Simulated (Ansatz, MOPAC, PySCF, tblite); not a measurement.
Potential energy curve for SMILES ClC=C. The C2–Cl6 bond (C2 also carries C, H; Cl6 carries nothing else) is varied alone, starting from the PBE0/def2-TZVP optimised geometry.

Computed with: RCCSD = CCSD on RHF/cc-pVTZ, frozen core (Ansatz, a first-principles code); RHF/LANL2DZ = restricted Hartree-Fock/LANL2DZ, with its core potentials past Ne (PySCF 2.14.0); GFN2-xTB, 300 K electronic temperature (tblite); UCCSD(T) = CCSD(T) on UHF/cc-pVTZ, frozen core run with Ansatz; PM7, restricted, heats of formation (MOPAC).

Energies are in kJ/mol, each relative to the lowest point of its own curve near equilibrium.

```tsv
R / Å	RCCSD	RHF/LANL2DZ	GFN2-xTB	UCCSD(T)	PM7
1.28	590.2	739.2	481.7	590.7	455.5
1.39	269.8	363.4	206.5	270.5	207.3
1.44	178.6	252.6	133.1	179.4	135.2
1.53	72.6	?	51.1	73.4	51.5
1.64	12.7	33.0	7.4	13.2	6.5
1.67	5.5	20.3	2.7	5.8	2.0
1.72	0.0	6.6	0.0	0.0	0.0
1.78	1.8	0.0	?	1.3	5.2
1.86	14.7	?	16.7	13.4	21.9
1.88	19.3	6.4	21.3	17.7	27.5
2.00	54.8	32.2	55.8	51.6	69.9
2.15	109.5	79.4	109.5	104.4	136.3
2.29	163.2	129.9	162.9	160.3	202.6
2.55	256.7	225.2	254.0	258.2	315.1
2.81	334.0	311.8	323.9	331.0	401.5
3.04	—	377.9	366.9	366.1	457.2
3.44	—	469.9	407.8	388.8	521.7
3.74	—	523.0	419.5	394.4	553.1
4.21	—	585.9	—	?	586.4
4.58	—	622.1	—	398.7	605.0
5.11	—	658.4	—	?	625.4
6.04	—	694.9	—	?	651.1
```

Question: What belongs in the gaps?

Answer: 
- 1.53, RHF/LANL2DZ: 118.3
- 1.78, GFN2-xTB: 3.5
- 1.86, RHF/LANL2DZ: 3.7
- 4.21, UCCSD(T): 397.7
- 5.11, UCCSD(T): 399.4
- 6.04, UCCSD(T): 399.8

Dashes: no converged value, or the column stops at the first point that the program doubted or that broke a chosen test of continuity, which isn't proof of a fault.

The T1 diagnostic of CCSD on the restricted reference of RCCSD exceeds 0.045 at 3.04 to 6.04 Å. The restricted form behind RHF/LANL2DZ, PM7 keeps the bonding electrons paired and can't separate into open-shell fragments. The unrestricted solution behind UCCSD(T) changes between 2.29 and 2.55 Å, which can leave a kink. The unrestricted determinant behind UCCSD(T) is spin-contaminated at 1.28, 2.15 to 6.04 Å (<S²> up to 1.2, against 0.00 for a pure singlet).
